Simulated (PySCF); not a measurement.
## State search for Si₂⁺

Unrestricted PBE0; Si cc-pV(D+d)Z; no relativity (PySCF 2.14). Outer shells of the fragments: Si+ 3s2 3p1; Si 3s2 3p2.

Followed along the bond (rough minima from three points):

```tsv
2Ms+1	unpaired	⟨S²⟩ at the start	R at minimum (Å)	Te (eV)
4	σ ↑, π ↑↑	3.75	2.28	0.00
2	σ ↓, π ↑↑	1.78	2.27	0.30
2	σ ↑, π ↑↓	1.77	2.29	0.37
2	π ↑	0.75	2.48	0.66
2	σ ↑	0.76	2.32	1.09
```

Solutions found at the starting distance of 2.330 Å, counted from the lowest of them; the search is not exhaustive and high or unbound solutions are not listed, so other states can lie among these:

| 2Ms+1 | unpaired | term | E (eV) | ⟨S²⟩ | ⟨Lz²⟩ |
| --- | --- | --- | --- | --- | --- |
| 4 | σ ↑, π ↑↑ | ⁴Σ⁻ | 0.00 | 3.75 | 0.00 |
| 2 | σ ↓, π ↑↑ | mixed | 0.30 | 1.78 | 0.00 |
| 2 | σ ↑, π ↑↓ | mixed | 0.37 | 1.77 | 2.02 |
| 2 | π ↑ | ²Π | 0.75 | 0.75 | 1.00 |
| 2 | σ ↑ | mixed | 1.07 | 0.76 | 2.00 |
| 2 | π ↑ | ²Π | 1.69 | 0.75 | 1.01 |

A term symbol is given only where ⟨S²⟩ and ⟨Lz²⟩ are close to those of a pure state; real π, δ and φ orbitals otherwise mix terms, and g/u labels are left off.
